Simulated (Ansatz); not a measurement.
Results of Hartree–Fock in Ansatz (plane waves, PAW) for rutile MnF2.

Numerical settings: plane-wave cutoff 460 eV, 6×6×8 k mesh (along the axes of the cell as run), Fermi–Dirac smearing 0.01 eV, spin-polarised with opposed moments, scalar-relativistic PAW data made under PBE.

Cell (measured lattice):

```xyz
6
Lattice="4.8738 0.0000 0.0000 0.0000 4.8738 0.0000 0.0000 0.0000 3.3107" Properties=species:S:1:pos:R:3 pbc="T T T"
Mn     0.0000     0.0000     0.0000
Mn     2.4369     2.4369     1.6553
F      1.4811     1.4811     0.0000
F      3.9180     0.9558     1.6553
F      0.9558     3.9180     1.6553
F      3.3927     3.3927     0.0000
```
Starting moments (μB, in the order of the record's atoms Mn Mn F F F F): 5.0 -5.0 0.0 0.0 0.0 0.0.

Task: What does this level give for the band gap, smallest direct gap on the k points sampled and magnetic moment (largest site, within a sphere)?

Result: 
band gap: 15.79 eV (on the SCF k mesh) (indirect)
smallest direct gap on the k points sampled: 15.82 eV
magnetic moment (largest site, within a sphere): 4.41 μB

Measured, for comparison: band gap 9.9 eV (temperature not stated, no zero-point or thermal correction, the source doubts the polymorph; as tabulated in Das and Bazhirov (2019), arXiv:1808.05325). Computed (rounded) less measured: band gap not scored (a reference that its source doubts or gives as a wide range).

Note: cell and atoms aren't relaxed at this level (largest force component 0.04 eV/Å, pressure 4.0 GPa).

Moments are spin moments.

Static lattice: no zero-point or thermal effects.

It cost around 9 core-minutes (rough) of CPU time.

Ansatz is a program for electronic structure.
